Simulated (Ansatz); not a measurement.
A nudged elastic band was laid between two geometries of AlH5OS (8 atoms, charge 0, multiplicity 1).

The calculation used RKS BHLYP-D4/def2-TZVP in Ansatz 0.2.0.

- movable images: 5
- climbing image: yes
- spring: 5.0 eV/Å²
- optimiser: quadratic models (default)
- start path: through a guess of the saddle point
- force threshold: 0.05 eV/Å
- iteration limit: 60
- end points: relaxed

First end point:

```xyz
8
Properties=species:S:1:pos:R:3
Al -0.023 0.048 0.278
O -0.306 -0.648 1.812
H -1.112 -1.083 2.050
H 1.474 0.095 -0.203
H -1.221 0.097 -0.745
S -0.091 2.515 1.179
H 1.214 2.772 1.085
H -0.003 2.076 2.435
```

Last end point:

```xyz
8
Properties=species:S:1:pos:R:3
Al 0.074 0.551 0.166
O -0.274 -0.122 2.010
H -0.984 -0.748 2.138
H 1.490 -0.028 -0.183
H -1.241 0.027 -0.529
S -0.006 2.706 0.764
H 1.305 2.832 0.974
H -0.433 0.654 2.552
```

Q: What changes between the two ends?

A: Bonds broken: S6–H8. Bonds formed: O2–H8.

Q: What energy profile does the band end with?

A: The run converged. The highest image is number 3 of 0 to 6, 0.46 eV above the first end and 0.68 eV above the last; the last end lies 0.22 eV below the first. Beside the main top the profile has a ripple of under 15 meV (maxima at images 1, 3), which may be a very shallow well or noise. A vibrational analysis at the climbing image gives one clearly imaginary mode, 1200i cm⁻¹: a first-order saddle point. The orbitals stay closed-shell, which can raise the energy where a bond breaks towards radicals; this wasn't checked here.

```csv
image,path coordinate (Å),energy (eV),S6–H8 (Å),O2–H8 (Å)
0,0.00,0.00,1.33,2.81
1,0.99,0.03,1.33,3.61
2,1.97,0.02,1.33,2.49
3,2.95,0.46,1.56,1.32
4,3.36,-0.01,2.02,1.01
5,3.77,-0.19,2.45,0.97
6,4.18,-0.22,2.75,0.96
```

Q: What is the geometry of the highest image?

A: 
```xyz
8
Properties=species:S:1:pos:R:3
Al 0.062 0.287 0.162
O -0.248 -0.125 1.901
H -0.956 -0.672 2.221
H 1.539 0.038 -0.295
H -1.196 0.034 -0.742
S -0.120 2.499 1.171
H 1.173 2.618 1.474
H -0.322 1.193 2.000
```

Run time: 2.4 min on 4 threads of Arm Neoverse V1, on a shared host, peak memory 0.29 GiB.
